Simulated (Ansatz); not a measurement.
Interaction energy ladder

The pair of NH$_{4}$⁺ (SMILES [NH4+], atoms 1–5) and SiH$_{4}$O (SMILES [SiH3]O, atoms 6–11), both closed shells, in one local arrangement (a lower one may exist), relaxed at PBE0-D4/def2-TZVP:

```csv
atom,x (Å),y (Å),z (Å)
N1,0.0791,0.0349,-1.9542
H2,-0.1766,-0.2343,-0.9398
H3,-0.7457,0.3771,-2.4467
H4,0.4505,-0.7744,-2.4511
H5,0.7866,0.7696,-1.9494
Si6,0.1660,0.2499,1.8851
O7,-0.4939,-0.5619,0.5419
H8,0.9312,-0.7162,2.6989
H9,1.0416,1.2483,1.2309
H10,-0.9296,0.8824,2.6471
H11,-1.1095,-1.2753,0.7370
```

Program: Ansatz 0.2.0. Basis: def2-TZVPPD, with def2-QZVPPD for the basis limit. Cores are frozen in the correlated methods. B3LYP uses VWN-RPA correlation. Extrapolation: Hartree–Fock as exp(−7.88 √X), correlation as X^−2.97. Interaction energies count from these two fragments, frozen as in the pair, with the counterpoise correction; negative means bound.

(1) What is the interaction energy by CCSD(T) at an estimated basis limit (MP2 extrapolated from triple and quadruple zeta, plus CCSD(T) − MP2 in triple zeta)? (An estimate is asked for; the value comes from the calculation.)

(2) Which atoms make the shortest contact between the fragments?

No T1 diagnostic of these runs exceeds 0.012.

Results:

(1) Computed: -22.92 kcal/mol. Hartree–Fock alone gives -20.10 kcal/mol at the basis limit. It counts from the two fragments frozen as in the pair.

The same quantity by other methods in triple zeta, and each one's difference from that estimate:
```
   method  E_int (kcal/mol)  difference
   PBE-D4            -23.90       -0.98
revPBE-D4            -22.58        0.33
  BLYP-D4            -23.08       -0.16
r2SCAN-D4            -23.48       -0.57
   B97M-V            -22.28        0.64
  PBE0-D4            -24.19       -1.27
 B3LYP-D4            -23.74       -0.82
 HSE06-D4            -24.15       -1.23
  wB97X-V            -23.04       -0.12
  wB97M-V            -22.93       -0.01
   B2PLYP            -22.51        0.41
       HF            -19.99        2.93
      MP2            -22.30        0.62
     CCSD            -21.79        1.13
  CCSD(T)            -22.11        0.81
```
Differences are method less estimate.

(2) H2 and O7, 1.55 Å apart.

Energy to bend the free fragments (PBE0-D4 minima) into their shapes in the pair, CCSD(T)/def2-TZVPPD: NH$_{4}$⁺ 1.51 kcal/mol; SiH$_{4}$O 1.24 kcal/mol. This must be added to the interaction energy to get the binding energy from relaxed fragments.

Basis-set superposition shift (counterpoise-corrected less uncorrected): CCSD(T) 0.86; MP2 0.86; HF 0.05; PBE0-D4 0.06; wB97M-V 0.06 kcal/mol.

For scale, one of the runs: CCSD(T)/def2-TZVPPD, 261 basis functions, launched by `ansatz run in.yaml --threads 4 --pin off --events-out ev --progress --plain --max-ram 9574MiB`. Hardware: 4 CPU threads of an Arm Neoverse V1, shared host. Wall time 96 s; peak host memory 6.1 GiB.
